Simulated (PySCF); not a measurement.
# Spin-rotation constants: `O=CF`, CHFO

Molfile (atoms numbered from 1):
```
CHFO
     RDKit          3D

  4  3  0  0  0  0  0  0  0  0999 V2000
   -0.8891   -0.8513   -0.0016 O   0  0  0  0  0  0  0  0  0  0  0  0
   -0.0768    0.0009   -0.0050 C   0  0  0  0  0  0  0  0  0  0  0  0
    1.2298   -0.2395   -0.0114 F   0  0  0  0  0  0  0  0  0  0  0  0
   -0.2532    1.0949   -0.0044 H   0  0  0  0  0  0  0  0  0  0  0  0
  1  2  2  0
  2  3  1  0
  2  4  1  0
M  END
```

The calculation used GIAO OLYP/aug-pcSseg-2 magnetisability, rotational g tensor and spin-rotation constants, non-relativistic, gas phase in PySCF 2.14.0. Geometry: PBE0-D3(BJ)/def2-SVP.

Give the nuclear spin-rotation constants along the inertial axes (H = +C I·J) beside the isotropic shieldings.

Rotational constants 92.4375, 11.8761, 10.5240 GHz. A star marks the isotopologue with that one atom substituted, in its own axes.
```csv
atom,isotope,Caa (kHz),Cbb (kHz),Ccc (kHz),mean (kHz),σ (ppm)
F3,19F,206.911,30.127,15.989,84.342,105.0
H4,1H,-8.224,0.971,-0.810,-2.688,23.1
O1,17O*,-58.367,-5.620,-1.302,-21.763,-109.0
C2,13C*,31.445,5.005,3.102,13.184,26.8
```
For the geometry as given, no vibrational averaging.
